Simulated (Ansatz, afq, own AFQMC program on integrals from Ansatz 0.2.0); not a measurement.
**Where AFQMC and coupled cluster stand for AlGeH, triplet**

```xyz
3

Ge    0.0000    0.0000    2.1260
Al    0.0000    0.0000   -0.2625
H     0.0000    0.0000   -1.8635
```

Connectivity, by distances: Ge–AlH.

Basis cc-pVDZ. Noble-gas cores (and the filled d shells of Ga–Kr and In–Xe) are frozen. Integrals, coupled cluster, full CI and functionals: Ansatz 0.2.0; the random walks run on the same integrals in our own AFQMC program. ph-AFQMC/CISD is guided by a CISD state made of CCSD amplitudes; releasing the constraint for a short imaginary time cuts its bias at the price of noise, slowly where states lie close. Free projection: walkers drawn from exp(T), propagated without any constraint. Its projection time is finite, and what remains of the start isn't in its error. Uncertainties: one standard error, sampling alone. No spin–orbit coupling.

Determinant: UHF, the one that the program's search chose, which needn't be the lowest solution. The geometry is a point of a scan.

No full CI on the walks' own integrals is used here; CCSDT(Q) serves as the reference and is uncertain by about the last step of the cluster series.

Cautions: no relativity below Rb; no spin-orbit coupling; inner d shell frozen; lower spins were not checked.

```
T1 diagnostic                               : 0.0262
weight of the determinant in the CISD state : 0.876
⟨S²⟩ of the determinant                     : 2.019
size of the correlated space                : 8 electrons in 31 orbitals
```

| level | correlation energy (eV) |
| --- | --- |
| MP2 | -2.9951 |
| CCSD | -3.7963 |
| CCSD(T) | -3.9493 |

Task: Estimate where AFQMC with the constraint released lies against CCSD(T) on the same integrals.

Result: 1.19 ± 0.38 mEh below CCSD(T).

Reference: CCSDT(Q), correlation energy -4.001 eV. The released energy is read at 2.40 1/Eh (meV from the phaseless value at times in 1/Eh: -12 ± 10 at 0.24, -16 ± 9 at 0.51, -23 ± 9 at 0.99, -30 ± 11 at 1.62, -9 ± 10 at 2.40).

```json
{"level": "CCSD(T)", "E − E(reference) (mEh)": "1.89", "share of correlation (%)": "98.72"}
{"level": "CCSDT", "E − E(reference) (mEh)": "0.41", "share of correlation (%)": "99.72"}
{"level": "ph-AFQMC/CISD", "E − E(reference) (mEh)": "1.01 ± 0.31", "share of correlation (%)": "99.31"}
{"level": "released AFQMC", "E − E(reference) (mEh)": "0.70 ± 0.38", "share of correlation (%)": "99.53"}
{"level": "free AFQMC", "E − E(reference) (mEh)": "0.79 ± 0.36", "share of correlation (%)": "99.46"}
```

Free projections are given only where their last times agree within the noise and don't stop above the reference; a slow remainder of the start can still hide under it. A walk keeps the symmetry of its determinant, which the program's search chose and which needn't be the lowest solution, so a lower state of the same spin and another symmetry isn't excluded. Released energies are given only where the last usable release times agree within the noise; a slower fall can still hide under it.
